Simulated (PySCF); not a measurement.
Planning an EPR job on `C[CH]CF` [radical].

Method: UKS B3LYP, pcH-1 on C F H, non-relativistic, mean-field spin-orbit, GIAO (PySCF 2.14.0). Geometry: GFN2-xTB. Work: unrestricted SCF, g, hyperfine, density and orbital grids written, density fitting. A driver script takes a list of jobs; this job's settings line and coordinates (Å) are shown.

Command:
```bash
OMP_NUM_THREADS=1 python probes_run.py task.json out
```

Input:
```
{"job": {"kind": "epr", "basis": "pcH-1"}, "charge": 0, "multiplicity": 2}
C     -1.307028     0.029393    -0.220443
C      0.078643     0.532481    -0.183311
C      1.182389    -0.252211     0.392715
F      2.237447    -0.389318    -0.506601
H     -2.019925     0.852503    -0.190278
H     -1.500739    -0.525628    -1.147635
H     -1.501347    -0.649631     0.609050
H      0.330926     1.436804    -0.708900
H      0.872841    -1.267443     0.662144
H      1.635677     0.237705     1.270732
```

Hardware: an Arm Neoverse V2 with one thread (shared host). PySCF's memory limit was set to 1600 MB.

Question: How large is the basis?

Answer: 160 functions.

Question: Which is nearest to the wall time?
A. 12 s
B. 0.21 s
C. 1.5 s

Answer: A. The run took 12 s. CPU seconds by part: SCF 5.5, spin–orbit mean field 0.5, g tensor 4.4, hyperfine 0.1.

Question: Estimate the peak memory.

Answer: About 0.57 GiB. Peak memory is the resident size of the whole Python process, interpreter and libraries included.

Question: At this speed, how long would 500 such jobs take on 64 cores, one job a core?

Answer: 500/64 gives 8 rounds of 12 s, about 96 s of wall time and 1.7 core-hours, if the jobs don't slow each other.

Times come from a shared host and carry two figures at best.

The run converged: ⟨S²⟩ 0.754; g_iso 2.0024.
